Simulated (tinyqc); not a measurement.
Ways to converge the cycle: SCF convergence aids in the sto-6g basis, for H2O, spin multiplicity 1. Computed by the program tinyqc with PySCF. Command: `OMP_NUM_THREADS=1 python tinyqc.py 110487 110488 out.jsonl`; one thread of a shared host (Intel(R) Xeon(R) Processor @ 2.60GHz), about 0.9 s.

Geometry (angstrom):
```
atom       x        y       z
O     0.0000   0.0000  0.0000
H     0.0000   0.8780  0.5540
H     0.0000  -0.8680  0.5480
```

lowest restricted solution found by these runs and by PySCF = -75.665727 hartree

RHF with one setting changed at a time; a run stops when the energy changes by less than 1e-09 hartree and the error matrix is below 1e-5. The start is the Wolfsberg-Helmholz matrix. Damping d keeps d of the old density; a shift (hartree) raises the virtual levels; DIIS n extrapolates F over n matrices.

Largest element of the error matrix X^T (FDS - SDF) X:
```
iteration    plain  damping 0.3  damping 0.6  shift 0.4   DIIS 3   DIIS 8
1          4.4e-01      4.4e-01      4.4e-01    4.4e-01  4.4e-01  4.4e-01
2          1.1e-01      1.6e-01      2.8e-01    1.5e-01  1.1e-01  1.1e-01
3          3.9e-02      8.1e-02      1.8e-01    8.5e-02  3.4e-02  3.4e-02
4          1.5e-02      4.7e-02      1.1e-01    4.7e-02  5.8e-03  5.8e-03
5          5.9e-03      2.7e-02      7.7e-02    2.6e-02  1.7e-03  1.6e-03
6          2.5e-03      1.5e-02      5.9e-02    1.4e-02  2.9e-04  3.5e-05
8          4.9e-04      5.0e-03      3.4e-02    4.7e-03  4.8e-06  2.4e-07
10         1.0e-04      1.7e-03      1.9e-02    1.7e-03        -        -
14         5.0e-06      2.3e-04      6.3e-03    2.4e-04        -        -
20               -      1.3e-05      1.2e-03    1.4e-05        -        -
30               -            -      9.1e-05          -        -        -
```

How each run ends:
```
run          iterations  E (hartree)         state
plain                14   -75.665727  lowest found
damping 0.3          21   -75.665727  lowest found
damping 0.6          41   -75.665727  lowest found
shift 0.4            21   -75.665727  lowest found
DIIS 3                8   -75.665727  lowest found
DIIS 8                8   -75.665727  lowest found
```

6 of 6 runs reach the lowest restricted solution found, in 8 to 41 iterations (fastest: DIIS 3, DIIS 8). Plain steps already contract here, so damping only slows them. DIIS 3 and DIIS 8 gain by cancelling the error over several earlier matrices, much as a quasi-Newton step does.
